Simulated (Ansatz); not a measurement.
Basis-set extrapolation for C₃H₇NO₂, SMILES `C/N=C(\O)OC` (PBE0-D4/def2-TZVP geometry, frozen core, Ansatz). Multiplicity 1, RHF reference.

```json
{"": "HF", "def2-TZVPP": "-321.971900", "def2-QZVPP": "-321.986861"}
{"": "MP2 correlation", "def2-TZVPP": "-1.177705", "def2-QZVPP": "-1.262501"}
{"": "CCSD(T) correlation", "def2-TZVPP": "-1.258131", "def2-QZVPP": "not run"}
```

Energies in hartree. Use E(X) = E(∞) + A·exp(−7.88·√X) for Hartree–Fock and E(X) = E(∞) + B·X^(−2.97) for correlation, with X = 3 and 4, and add CCSD(T) minus MP2 of the smaller set to the MP2 limit.

Task: What is the CCSD(T) energy at the basis-set limit?

Result: HF limit: -321.986861 + (-0.014961) × 0.13774 = -321.98892. MP2 limit: -1.262501 + (-0.084796) × 0.74074 = -1.32531. Higher-order term: -1.258131 − (-1.177705) = -0.08043. Total: -323.39466 hartree, 432.2 kJ/mol below CCSD(T)/def2-TZVPP.
